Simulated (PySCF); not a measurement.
This PySCF input asks for the NMR shieldings of SMILES CC[C@H](C)F, C4H9F; the geometry comes from PBE0-D3(BJ)/def2-TZVP.

```python
import basis_set_exchange as bse
import numpy as np
from pyscf import gto, dft
from pyscf.prop import nmr

atoms = """
C     1.914341   -0.101409    0.306187
C     0.474998    0.341743    0.496453
C    -0.480385   -0.293084   -0.488509
C    -1.911527    0.148068   -0.318572
F    -0.429142   -1.679736   -0.327932
H     2.280209    0.165351   -0.689160
H     2.005069   -1.183115    0.416401
H     2.571606    0.369799    1.039542
H     0.394264    1.428485    0.387027
H     0.131343    0.101620    1.508473
H    -0.140707   -0.097558   -1.513608
H    -2.002364    1.220174   -0.506541
H    -2.560856   -0.380774   -1.017831
H    -2.254990   -0.055711    0.698216
"""
names = dict.fromkeys(["C", "F", "H"], "pcSseg-2")
basis = {el: gto.basis.parse(bse.get_basis(n, elements=[el], fmt="nwchem")) for el, n in names.items()}
mol = gto.M(atom=atoms, basis=basis, charge=0, verbose=0)
mf = dft.RKS(mol, xc="HYB_GGA_XC_WB97X_D")
mf.grids.level = 2
mf.grids.alignment = dft.numint.BLKSIZE   # the property module wants whole blocks of grid points
mf.conv_tol = 1e-9
mf.kernel()

calc = nmr.RKS(mf)   # GIAO
C = mf.mo_coeff
Co = C[:, mf.mo_occ > 0]
resp = mf.gen_response(singlet=True, hermi=2)
def vind(x):   # induced exchange potential for any number of trial vectors
    d = np.einsum("pi,xij,qj->xpq", C, 2 * x.reshape(-1, C.shape[1], Co.shape[1]), Co, optimize=True)
    return np.einsum("xpq,pi,qj->xij", resp(d - d.transpose(0, 2, 1)), C, Co, optimize=True).ravel()
mo1, _ = nmr.rhf.solve_mo1(calc, with_cphf=vind)
sigma = calc.kernel(mo1)
for i, s in enumerate(sigma):   # ppm
    print("%2d %-2s %9.2f" % (i, mol.atom_pure_symbol(i), np.trace(s) / 3))
```

Problem. What are the results?

Solution. 
```
 0 C     173.41
 1 C     150.99
 2 C      88.86
 3 C     161.84
 4 F     379.39
 5 H      30.85
 6 H      30.19
 7 H      30.64
 8 H      30.27
 9 H      30.13
10 H      27.20
11 H      30.66
12 H      30.07
13 H      30.41
```

These numbers come from an equivalent density-fitted implementation of the same equations, which agrees with the script to about 0.01 ppm for H and up to a few tenths of a ppm for heavy atoms, so last digits may differ.

Problem. Turn these shieldings into chemical shifts. δ = σ(ref) − σ, references computed at the same level: TMS for ¹³C (186.29 ppm) and ¹H (31.63 ppm); ¹⁹F (184.95 ppm) against CFCl3.

Solution. Averaging equivalent atoms: C 2: 97.4; C 1: 35.3; C 3: 24.5; C 0: 12.9; F 4: -194.4; H 10: 4.44; H 9: 1.50; H 8: 1.36; H 11/12/13: 1.25; H 5/6/7: 1.07 ppm. Unscaled 19F shifts against computed CFCl3 carry errors that often reach 10 to 50 ppm.

Size and cost of the density-fitted run: 306 basis functions, 27 s wall time on 1 thread of an AMD EPYC 9R45 96-Core, shared host; peak memory 1.3 GiB.
